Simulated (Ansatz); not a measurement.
Candidate structures of HfO2, relaxed level by level: HfO2 (P2₁/c, No. 14); HfO2 (model structure, from the tetragonal ZrO2 type, P4₂/nmc, No. 137); fluorite HfO2 (high-temperature phase). Levels: LDA (plane waves, PAW; Ansatz, an electronic-structure program), PBEsol (PAW; Ansatz), r²SCAN (Ansatz, PAW).

Task: Rank the structures in energy at 0 K, level by level.

Result: Lowest: LDA, HfO2 (P2₁/c, No. 14); PBEsol, HfO2 (P2₁/c, No. 14); r²SCAN, HfO2 (P2₁/c, No. 14). Energies above the lowest of these candidates, meV/atom:

```json
[
 {"structure": "HfO2 (P2₁/c, No. 14)", "LDA": "0", "PBEsol": "0", "r²SCAN": "0"},
 {"structure": "HfO2 (model structure, from the tetragonal ZrO2 type, P4₂/nmc, No. 137)", "LDA": "40", "PBEsol": "46", "r²SCAN": "48"},
 {"structure": "fluorite HfO2 (high-temperature phase)", "LDA": "61", "PBEsol": "71", "r²SCAN": "81"}
]
```

All these levels agree on the lowest structure.

Static-lattice energies; unlike cells have unlike k meshes, which leaves some meV/atom of uncertainty, and other structures than these can lie lower.

Note: symmetry holds this phase in the static calculation, where it need not be a minimum. Note: the relaxation could not lower the start's symmetry, so the cell can be a saddle point above a distorted one.

A model structure was made by putting elements into a prototype or built by hand; it is no filed structure, need not be a known phase, and can be a saddle point held by its symmetry.
